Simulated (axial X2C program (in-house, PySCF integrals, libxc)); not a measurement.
# PNC⁻: bond lengths and stretches, held linear

How do method and spin–orbit coupling move the bonds and stretches of PNC⁻, held linear?

Computed with an in-house X2C program for linear molecules on PySCF integrals. Level: all-electron X2C, two-component (2c) or spin-free, P dyall-v3z, N dyall-av3z, C dyall-v3z.

All values are calculated.

2 further runs of the same task are left out: 2 set aside as unsound or not needed.

## (1) Input

task.json reads:

```json
{
 "zs": [
  15,
  7,
  6
 ],
 "q": -1,
 "bas": [
  "dyall-v3z",
  "dyall-av3z",
  "dyall-v3z"
 ],
 "r0": [
  1.77,
  1.17
 ],
 "symm": 0,
 "scan": [
  "PBE0",
  "HF",
  "r2SCAN"
 ],
 "levels": [
  "PBE0",
  "HF",
  "PBE"
 ],
 "nst": 2
}
```

Keys: zs atomic numbers; q charge; bas basis sets; r0 starting distance in Å; symm equal bonds; scan levels of the two-bond scan; levels methods; nst determinants followed.

The run is started by

```bash
> python solin.py task.json out
```

Masses P 30.974, N 14.003, C 12.000 u.

## (2) Scan at PBE0, 2c

State: Ω = 3/2 (beyond evenly filled blocks: ω = 3/2). Energies above the lowest point, from the job's result record:

| r(P–N) (Å) | r(N–C) (Å) | E (meV) |
| --- | --- | --- |
| 1.6692 | 1.1515 | 66.86 |
| 1.6692 | 1.1810 | 17.30 |
| 1.6692 | 1.2105 | 51.95 |
| 1.7120 | 1.1515 | 41.62 |
| 1.7120 | 1.1810 | 0.00 |
| 1.7120 | 1.2105 | 42.94 |
| 1.7120 | 1.2401 | 155.04 |
| 1.7548 | 1.1515 | 53.30 |
| 1.7548 | 1.1810 | 18.54 |
| 1.7548 | 1.2105 | 68.71 |
| 1.7976 | 1.1810 | 64.44 |
| 1.7976 | 1.2401 | 247.13 |

A quadratic surface with cubic terms in each bond gives the minimum at 1.710 and 1.180 Å, force constants 3.16, 15.6 and coupling 0.92 mdyn/Å.

## (3) Scan at HF, 2c

State: Ω = 3/2 (beyond evenly filled blocks: ω = 3/2). Energies above the lowest point, from the job's result record:

| r(P–N) (Å) | r(N–C) (Å) | E (meV) |
| --- | --- | --- |
| 1.6692 | 1.1515 | 79.23 |
| 1.6692 | 1.1810 | 120.66 |
| 1.6692 | 1.2105 | 246.34 |
| 1.7120 | 1.1515 | 19.80 |
| 1.7120 | 1.1810 | 68.27 |
| 1.7120 | 1.2105 | 201.98 |
| 1.7120 | 1.2401 | 401.14 |
| 1.7548 | 1.1515 | 0.00 |
| 1.7548 | 1.1810 | 54.15 |
| 1.7548 | 1.2105 | 194.43 |
| 1.7976 | 1.1810 | 69.72 |
| 1.7976 | 1.2401 | 428.74 |

A quadratic surface with cubic terms in each bond gives the minimum at 1.762 and 1.150 Å, force constants 2.39, 19.5 and coupling 0.85 mdyn/Å.

## (4) Scan at r2SCAN, 2c

State: Ω = 3/2 (beyond evenly filled blocks: ω = 3/2). Energies above the lowest point, from the job's result record:

| r(P–N) (Å) | r(N–C) (Å) | E (meV) |
| --- | --- | --- |
| 1.6692 | 1.1515 | 80.66 |
| 1.6692 | 1.1810 | 8.86 |
| 1.6692 | 1.2105 | 20.09 |
| 1.7120 | 1.1515 | 63.77 |
| 1.7120 | 1.1810 | 0.00 |
| 1.7120 | 1.2105 | 19.47 |
| 1.7120 | 1.2401 | 106.77 |
| 1.7548 | 1.1515 | 83.15 |
| 1.7548 | 1.1810 | 26.47 |
| 1.7548 | 1.2105 | 53.30 |
| 1.7976 | 1.1810 | 79.72 |
| 1.7976 | 1.2401 | 214.74 |

A quadratic surface with cubic terms in each bond gives the minimum at 1.698 and 1.189 Å, force constants 3.33, 14.5 and coupling 0.93 mdyn/Å.

## (5) The levels side by side

| level | r(P–N) (Å) | r(N–C) (Å) | lower stretch (cm⁻¹) | upper stretch (cm⁻¹) |
| --- | --- | --- | --- | --- |
| PBE0, 2c | 1.710 | 1.180 | 613.7 | 2013.9 |
| HF, 2c | 1.762 | 1.150 | 535.2 | 2247.9 |
| r2SCAN, 2c | 1.698 | 1.189 | 629.9 | 1942.7 |
| PBE0, spin-free | 1.709 | 1.180 | 614.1 | 2013.4 |
| HF, spin-free | 1.762 | 1.150 | 535.8 | 2247.8 |
| r2SCAN, spin-free | 1.697 | 1.189 | 630.3 | 1942.2 |

Scans not shown above were run alike.

In words: Over the levels the P–N bond spans 1.697 to 1.762 Å and the N–C bond 1.150 to 1.189 Å. At PBE0 spin–orbit coupling leaves both bonds unchanged to 0.001 Å. Each state is one determinant, the lowest of a limited PBE0 search; the stretches come from a fit to few points and are good to some per cent at best. For an anion the highest level of a functional can be positive, and the basis then holds the extra electron. The molecule was held linear; bending was not examined, so a bent shape may lie lower. Note: functional without a current term on a determinant with orbital currents, of the molecule or an atom.
